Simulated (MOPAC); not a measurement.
MOPAC input (PM7):

```
PM7 PRECISE GNORM=0.05 LET XYZ GEO-OK AUX(PRECISION=9) THREADS=1
H3N

N     0.00224146 1   -0.00382052 1    0.11155442 1
H    -0.00202883 1    0.95117179 1   -0.22808750 1
H     0.80949996 1   -0.46442426 1   -0.29287493 1
H    -0.82316134 1   -0.46000387 1   -0.25991854 1
```

What heat of formation does the run end on?

-4.26 kcal/mol.
